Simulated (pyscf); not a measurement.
Homolytic dissociation enthalpies at 298 K of Al–N, Ga–N, In–N bonds in 8 gas-phase molecules, in eV. Single points on ωB97X-D3(BJ)/def2-SVP structures (PySCF, gas phase). MP2 and CC: frozen core, UHF for open shells. ΔMP2 is the change of the MP2 total energy from the triple- to the quadruple-zeta basis. Both columns use the same structures and thermal terms. Rows were drawn at random from the closed-shell molecules with such a bond whose radicals are computed, keep their shape and have no isomer in the data more than 5 kcal/mol lower.

| row | molecule | radicals | PBE/def2-TZVP | CCSD(T)/def2-TZVPP + ΔMP2(QZVPP) |
|---|---|---|---|---|
| 1 | H₂N–GaH–OH | NH₂• + [HO–GaH]• | 3.77 | 4.06 |
| 2 | H₂N–AlH–NH₂ | NH₂• + [H₂N–AlH]• | 4.45 | ? |
| 3 | H₂N–In(NH₂)–Cl | NH₂• + [H₂N–In–Cl]• | 2.85 | 3.14 |
| 4 | H₃C–InH–NH₂ | [H₃C–InH]• + NH₂• | 3.24 | 3.43 |
| 5 | H₂N–In(OH)–Cl | NH₂• + [HO–In–Cl]• | 2.81 | 3.09 |
| 6 | H₂N–In(F)–F | NH₂• + [F–In–F]• | 2.78 | 3.06 |
| 7 | H₃C–Al(CH₃)–NH₂ | [H₃C–Al–CH₃]• + NH₂• | 4.55 | 4.77 |
| 8 | H₂N–InH₂ | NH₂• + InH₂• | 3.28 | 3.44 |

### Question
Fit a line that carries the PBE values to the last column and predict row 2.

### Answer
In the 7 complete rows the last column lies 0.16 to 0.29 eV from PBE (mean 0.24, median 0.28). Least squares gives y = 0.31 + 0.98·x with residuals of 0.05 eV (root mean square). For row 2: 0.31 + 0.98 × 4.45 = 4.67 eV. The computed value is 4.67 eV, on the line. The CCSD(T) − MP2 part came from Ansatz, without density fitting, on the same reference. The frozen core leaves the outer d or s,p core shells of the metals and heavy elements correlated in the MP2 and CC values, and def2-TZVPP describes them poorly, which can shift differences by a few kcal/mol. Elements up to Kr have no core potential and no relativistic terms here. Elements past Kr carry the def2 core potentials, without spin-orbit coupling.
